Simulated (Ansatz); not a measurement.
**Relative stability**

Two relaxed structures of CH$_{2}$NaO (charge +1), singlet (PBE0-D4/def2-TZVP; forces vanish, vibrations not checked).

A:

C1  (0.754, -0.274, 0.454)
O2  (0.624, -1.180, 1.349)
Na3  (3.001, 0.655, 0.078)
H4  (-0.280, -1.529, 1.477)
H5  (-0.221, -0.051, -0.021)
(Å)

B:

C1  (-0.612, 0.176, -0.266)
O2  (0.460, -0.132, 0.200)
Na3  (2.383, -0.686, 1.036)
H4  (-0.850, 1.225, -0.499)
H5  (-1.381, -0.583, -0.472)
(Å)

Program: Ansatz 0.2.0. Basis: def2-TZVPP. Cores are frozen in the correlated methods. The outer core shell of Li, Na, Mg and K is correlated. The def2 sets are not built for correlating such inner shells, so the correlated values are less sure here. B3LYP uses VWN-RPA correlation.

Which structure is lower at CCSD(T), and by how much? (An estimate is asked for; the value comes from the calculation.)

Computed: B, by 49.02 kcal/mol (electronic energy, against the other). By their contacts, A is CH₂NaO ([OH][CH][Na]), total charge +1 and B is CH₂NaO ([CH2][O][Na]), total charge +1.

All methods give the same order:

```tsv
method	E(B) − E(A) (kcal/mol)
PBE-D4	-48.20
r2SCAN-D4	-50.51
PBE0-D4	-48.92
B3LYP-D4	-49.20
wB97M-V	-47.25
HF	-48.89
MP2	-52.25
CCSD	-49.02
CCSD(T)	-49.02
```

The T1 diagnostic stays at or below 0.016.

Labels in which every atom is bracketed show which atoms are joined, not bond orders.

For scale, one of the runs: CCSD(T)/def2-TZVPP, 122 basis functions, launched by `ansatz run in.yaml --threads 2 --pin off --events-out ev --progress --plain --max-ram 4352MiB`. The run took 8 s on 2 CPU threads of an Arm Neoverse V1 (shared host), with 0.61 GiB of host memory at its peak.
